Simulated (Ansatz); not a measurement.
in.yaml

```yaml
crystal:
  periodic: [false, false, false]
  atoms:
    - {symbol: B, position_ang: [0.000000, 0.000000, -0.169375]}
    - {symbol: H, position_ang: [0.000000, 0.710556, 0.908347]}
    - {symbol: H, position_ang: [0.000000, -0.710556, 0.908347]}
basis:
  gaussian: {orbitals: def2-mTZVP}
total_charge: 1
magnetization: {spin_polarized: false, initial_magnetization: 2}
hamiltonian: {pseudopotentials: {relativity: none}}
correlation: {method: mp2, electrons: valence}
```

```sh
$ ansatz run in.yaml --threads 1 --pin off --events-out ev --progress --plain --max-ram 2393MiB
```

Log:

```
247 factors; integrals over basis functions are off by at most 9.3e-4 eV
mean field evaluation 1: about -688.4896 eV, gradient 6.9e0 eV
mean field evaluation 2: about -688.4907 eV, gradient 6.9e0 eV
mean field evaluation 4: about -689.1941 eV, gradient 6.9e-1 eV
mean field evaluation 8: about -689.2022 eV, gradient 8.9e-4 eV
mean field -689.20217747 eV, -25.3277128640 hartree, gradient 1.6e-6 eV, S^2 2.000000; 0 other end points of the search recorded, 0 dependent functions left out
mean field evaluation 16: about -689.2855 eV, gradient 2.1e-1 eV
1 core orbitals not correlated: weight in the atoms' cores, before any rotation towards them, 1.000 or more for the frozen orbitals, at most 0.000 for the correlated occupied ones
reference -689.20217747 eV, -25.3277128640 hartree; 3, 1 occupied and 21, 23 virtual orbitals, 247 factors
second order -1.03200896 eV of doubles, -0.05040837 eV of singles
Total energy: -690.28459480 eV, -25.3674909673 hartree
```

Ran on 1 thread of Arm Neoverse V1, shared host: 0.12 s wall, 0.21 GiB peak host memory.
